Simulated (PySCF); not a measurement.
# PH3O4

The system: PH3O4, a small molecule; neutral, singlet. The structure, one conformer, was relaxed in the gas phase by PBE0-D3(BJ)/def2-SVP. No frequency run checks that it is a minimum.

SMILES: O=P(O)(O)O

```
atom   x (Å)   y (Å)   z (Å)
  O1   0.004  -0.993  -1.481
  P2   0.045  -0.111  -0.306
  O3   1.398  -0.064   0.559
  O4  -1.044  -0.450   0.841
  O5  -0.168   1.440  -0.637
  H6   1.831  -0.926   0.589
  H7  -1.822  -0.866   0.447
  H8  -0.115   2.008   0.141
```

Shieldings: GIAO PBE0/pcSseg-2. Shifts are against computed references at the same level: H TMS (σ 31.24 ppm). Core levels by delta-SCF with SCAN, pcX-2 on the ionised atom and pcseg-1 elsewhere, spin-free X2C (2p3/2 is the spin-free 2p value less a third of a first-order spin-orbit splitting); from the vacuum level, for chosen atoms.

Q: Give the shieldings and core levels atom by atom.

A: 
| atoms | bonded to | σ (ppm) | δ (ppm) | core level (eV) |
| --- | --- | --- | --- | --- |
| O1 | 1 P | 187.9 | - | 1s 537.45 |
| P2 | 4 O | 302.3 | - | 2p3/2 140.55 |
| O3 | 1 P + 1 H | 221.9 | - | 1s 540.20 |
| O4 | 1 P + 1 H | 211.7 | - | 1s 540.04 |
| O5 | 1 P + 1 H | 224.8 | - | 1s 540.14 |
| H6 | 1 O | 28.02 | 3.22 | - |
| H7 | 1 O | 27.99 | 3.25 | - |
| H8 | 1 O | 28.07 | 3.18 | - |

Values are those of this one static structure; atoms that internal rotation interchanges would show their mean in an NMR spectrum.

Q: Which of O1, O3, O4, O5 holds its core electrons tightest, and by how much against the loosest?

A: O3 (bonded to 1 P + 1 H), by 2.75 eV over O1 (bonded to 1 P).

Q: By CAM-B3LYP/def2-SVPD (TDDFT singlets, Tamm-Dancoff triplets, ionisation by delta-SCF), where does absorption start, and what does vertical ionisation take?

A: The lowest singlet lies at 7.62 eV (f 0.024), the lowest triplet at 7.36 eV; vertical ionisation takes 11.63 eV.

The 3 runs behind this took 4.1 min in all, one thread each of Arm Neoverse N1 on a shared host, launched as `OMP_NUM_THREADS=1 python cluster_run.py task.json out`.
